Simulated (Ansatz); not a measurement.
**Cubic perovskite KTaO₃**

Calculation: PBE0 in Ansatz (plane waves, PAW).

Numerical settings: plane-wave cutoff 460 eV, 6×6×6 k mesh, Fermi–Dirac smearing 0.01 eV, scalar-relativistic PAW data made under PBE.

Cell: measured lattice: a = b = c = 3.989 Å, α = β = γ = 90.00°.

- band gap = 4.33 eV (on the SCF k mesh)
- smallest direct gap on the k points sampled = 4.96 eV

Measured, for comparison: band gap 3.64 eV (temperature not stated, not corrected to a static lattice, indirect; as tabulated in Himmetoglu and Janotti (2016), arXiv:1601.06205).

Note: cell and atoms aren't relaxed at this level (pressure -0.4 GPa).

Spin–orbit coupling is not included.

Computed values are for the static lattice.

Ansatz is a quantum-chemistry and plane-wave program.
